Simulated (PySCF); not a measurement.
B3LYP has the VWN-RPA correlation part, as in Gaussian. 

Cartesian coordinates (Å):
```xyz
2

O      0.4948     0.0000     0.0000
H     -0.4948     0.0000     0.0000
```
Charge 0, spin multiplicity 2.

What is the computed dipole moment, total energy and highest occupied spin orbital (B3LYP-D3(BJ)/def2-TZVP // PBE-D3(BJ)/def2-SVP (PySCF))?


* **dipole moment**: 1.78 D
* **total energy**: -2061.76 eV
* **highest occupied spin orbital**: -8.82 eV
